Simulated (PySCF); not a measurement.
**The first ionisation energy along the third row**

All values are computed (PySCF 2.14, energy differences of UHF-based or UKS calculations, no spin-orbit coupling). Values in eV. The last column holds reference values (NIST; (s) semi-empirical, (t) theoretical, else measured). Unmarked ones compare directly (S terms, centres of terms, or small fine structure); those marked * lie between the lowest fine-structure levels and include a spin-orbit shift.

```csv
element,configurations,UHF,SCS-MP2 (valence and next inner shell),LDA,PBE,PBE0,r2SCAN,reference
"Mg (x2c-TZVPPall, spin-free X2C)",[Ne] 3s2 → [Ne] 3s1,6.621,7.403,7.749,7.644,7.570,7.377,7.646
"Al (x2c-TZVPPall, spin-free X2C)",[Ne] 3s2 3p1 → [Ne] 3s2,5.588,5.771,6.013,6.057,6.077,6.157,5.977
"Si (x2c-TZVPPall, spin-free X2C)",[Ne] 3s2 3p2 → [Ne] 3s2 3p1,7.629,7.939,8.219,8.180,8.205,8.314,8.157
"P (x2c-TZVPPall, spin-free X2C)",[Ne] 3s2 3p3 → [Ne] 3s2 3p2,9.897,10.296,10.558,10.465,10.513,10.616,10.526
"S (x2c-TZVPPall, spin-free X2C)",[Ne] 3s2 3p4 → [Ne] 3s2 3p3,9.222,10.024,10.543,10.401,10.384,10.365,10.336
"Cl (x2c-TZVPPall, spin-free X2C)",[Ne] 3s2 3p5 → [Ne] 3s2 3p4,11.759,12.707,13.177,12.939,12.935,12.994,12.974
"Ar (x2c-TZVPPall, spin-free X2C)",[Ar] → [Ne] 3s2 3p5,14.556,15.579,15.962,15.667,15.694,15.749,15.819
```

Question: Which of these methods has the smallest mean absolute error against the measured values here?

Answer: PBE, with 0.060 eV.

```csv
method,elements,mean error (eV),mean absolute error (eV),largest error (eV)
UHF,7,-0.880,0.880,-1.263
SCS-MP2 (valence and next inner shell),7,-0.245,0.245,-0.311
LDA,7,0.112,0.112,0.208
PBE,7,-0.012,0.060,-0.152
PBE0,7,-0.008,0.064,-0.125
r2SCAN,7,0.020,0.117,-0.270
```

Errors include the incompleteness of the basis and the frozen core.

"Valence" correlates the outer s and p shells and, in groups 3 to 12 and the f block, the outer d or f shell, open or full, or the next shell where the ion has no valence electron left; the wider scheme adds the next inner shell.
